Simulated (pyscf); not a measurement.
Elementary routes open to SiH₃• (SMILES [SiH3]) + CH₄ (SMILES C) in the gas phase (doublet surface):
A. SiH₄ (SMILES [SiH4]) + CH₃• (SMILES [CH3]) (C–H broken; H–Si formed)
B. H₃C–SiH₃ (SMILES C[SiH3]) + H• (SMILES [H]) (C–H broken; C–Si formed)

Optimised with ωB97X-D3(BJ)/def2-SVP in PySCF. MP2 and CC: frozen core, UHF for open shells. ΔMP2 is the change of the MP2 total energy from the triple- to the quadruple-zeta basis.

Q: Rank the routes by free-energy barrier at 298 K, lowest first, for CCSD(T)/def2-TZVPP + ΔMP2(QZVPP) energies (ideal gas, 1 atm, RRHO with modes under 100 cm⁻¹ raised to 100, one conformer, R ln 2 for rigid chiral ones).

A: A (29.1 kcal/mol), B (54.3 kcal/mol)

Route A is the fastest of these, ahead of the next by 25.2 kcal/mol. The most stable products are those of A (ΔG = +12.9 kcal/mol), so kinetics and thermodynamics agree. At 1200 K A is still the fastest. Only these routes are compared; each barrier is that of the saddle found, and lower ones may exist. The CCSD(T) − MP2 part came from Ansatz, without density fitting, on the same reference.
